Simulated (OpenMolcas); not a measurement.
How basis sets differ on BNH4 (SMILES [H]B([H])N)

BNH4: 6 atoms, total charge 0, spin state singlet. As SMILES, `[H]B([H])N`. The shape is that of a GFN2-xTB optimisation.

Quantity: the HOMO–LUMO gap, in eV. The values are calculated.

| level | kind | program | value (eV) |
| --- | --- | --- | --- |
| B3LYP/STO-3G | global hybrid | OpenMolcas | 10.15 |
| B3LYP/6-31G* (spherical functions) | global hybrid | OpenMolcas | 8.80 |
| B3LYP/6-31G* (Cartesian functions) | global hybrid | OpenMolcas | 8.80 |
| B3LYP/6-311G** | global hybrid | OpenMolcas | 8.63 |
| B3LYP/aug-cc-pVDZ | global hybrid | OpenMolcas | 8.08 |
| B3LYP/def2-TZVP | global hybrid | OpenMolcas | 8.47 |

The values span 8.08 to 10.15 eV. Orbital gaps aren't excitation energies.
